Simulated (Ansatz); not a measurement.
## BaTa: from a trial structure to a relaxed crystal

All numbers below come from Ansatz, DFT PBE, scalar-relativistic, plane waves, PAW. Cutoff 420 eV, Γ-centred k mesh, Gaussian smearing, no spin polarisation in the final step.

BaTa was placed on the CuAu (L1_0) structure type (P4/mmm, No. 123), with Ba in place of Cu, Ta in place of Au, at a guessed volume.

```xyz
2
Lattice="3.5140 0.0000 0.0000 0.0000 3.5140 0.0000 0.0000 0.0000 4.6058" Properties=species:S:1:pos:R:3 pbc="T T T"
Ba    1.7570    1.7570    2.3029
Ta    0.0000    0.0000    0.0000
```

Steps on the 16×16×12 mesh (2 atoms). 10 of 12 steps are shown, and the free energy counts from the last. Trial steps that were taken back and renewals of the plane-wave basis can be among the rows.

```csv
step,ΔF (meV/atom),V (Å³/atom),P (GPa)
1,278.1,28.44,-0.11
2,205.1,28.39,-0.60
3,123.4,27.92,-0.69
4,48.8,26.86,0.70
5,15.4,27.12,-0.05
6,6.8,26.43,1.46
7,3.5,27.22,-0.38
8,3.2,27.05,-0.01
9,0.2,27.05,0.13
12,0.0,27.12,0.00
```

A final relaxation ran on a 16×16×12 mesh. The relaxed crystal, P4/mmm (No. 123):

```cif
data_structure
_symmetry_space_group_name_H-M 'P4/mmm'
_symmetry_Int_Tables_number 123
_cell_length_a 3.0723
_cell_length_b 3.0723
_cell_length_c 5.7457
_cell_angle_alpha 90.000
_cell_angle_beta 90.000
_cell_angle_gamma 90.000
_cell_volume 54.23
loop_
_atom_site_label
_atom_site_type_symbol
_atom_site_symmetry_multiplicity
_atom_site_Wyckoff_symbol
_atom_site_fract_x
_atom_site_fract_y
_atom_site_fract_z
_atom_site_occupancy
Ba1 Ba 1 d 0.50000 0.50000 0.50000 1
Ta1 Ta 1 a 0.00000 0.00000 0.00000 1
```

```
Volume per atom          : 27.12 Å³
Density                  : 9.74 g/cm³
Energy over the elements : 1.29 eV/atom
Gap on the 16×16×12 mesh : 0 eV (a metal)
```

The zero of energy is the elements' standard structures at the same level; no fitted shifts are applied.

The final run used a 16×16×12 mesh on its 2-atom cell and 0.10 eV smearing. The k mesh leaves about 4 meV/atom of noise in metals. Spin–orbit coupling is left out.

A structure relaxed within its symmetry needn't be a true minimum.

Cost: 2 runs of about 1.6 core-minutes in all, on Intel Xeon 6975P-C (Granite Rapids) (shared hosts).